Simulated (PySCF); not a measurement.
The scaffold NC-X carries different groups X. All species are isolated molecules in the gas phase. Strings in code marks are SMILES.

All values below come from B3LYP-D3(BJ)/def2-TZVP run with PySCF. B3LYP has the VWN-RPA correlation part, as in Gaussian. 

| species | HOMO (eV) | LUMO (eV) |
|---|---|---|
| X = ethyl (`CCC#N`) | -9.09 | – |
| X = hydroxy (`N#CO`) | -8.78 | -0.83 |
| X = methoxy | -8.30 | – |
| X = formyl (`N#CC=O`) | -8.97 | -3.36 |
| X = vinyl (`C=CC#N`) | -8.23 | -1.94 |
| X = AlH2 (`[AlH2][C]#N`) | -9.05 | -2.79 |
